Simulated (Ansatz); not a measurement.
**CO, singlet: from triple and quadruple zeta to the limit**

```xyz
2

O     0.0000    0.0000    0.0000
C     0.0000    0.0000    1.1955
```

Ansatz 0.2.0, RHF determinant, valence electrons correlated. Energies in eV.

```
       set  X  functions  Hartree–Fock  MP2 correlation  CCSD(T) correlation                                                                                                              time
def2-TZVPP  3         62    -3068.5752          -9.9185             -10.4489  3.6 s on 1 × NVIDIA H100 80GB HBM3 with 1 thread of AMD EPYC 7R13 Processor (Zen 3), with other jobs on the host
def2-QZVPP  4        114    -3068.6978         -10.6295             -11.0965  3.7 s on 1 × NVIDIA H100 80GB HBM3 with 1 thread of AMD EPYC 7R13 Processor (Zen 3), with other jobs on the host
```

Hartree–Fock is taken to follow E(X) = E∞ + A·exp(−7.88·√X), correlation E(X) = E∞ + B·X^−2.97.

Cautions: raised T1 diagnostic.

Question: Work out the CCSD(T) energy at the limit, and how far the shortcut misses it that extrapolates MP2 and adds CCSD(T) minus MP2 from the smaller set.

Answer: Hartree–Fock: E∞ = E4 + 0.1377·(E4 − E3) = -3068.7147. Correlation: E∞ = E4 + 0.7407·(E4 − E3) = -11.5762 for CCSD(T) and -11.1562 for MP2. The limit is -3080.2909 eV, 0.497 eV below def2-QZVPP. The shortcut gives a correlation energy of -11.1562 + (-0.5304) = -11.6866, 110 meV lower than the direct value.
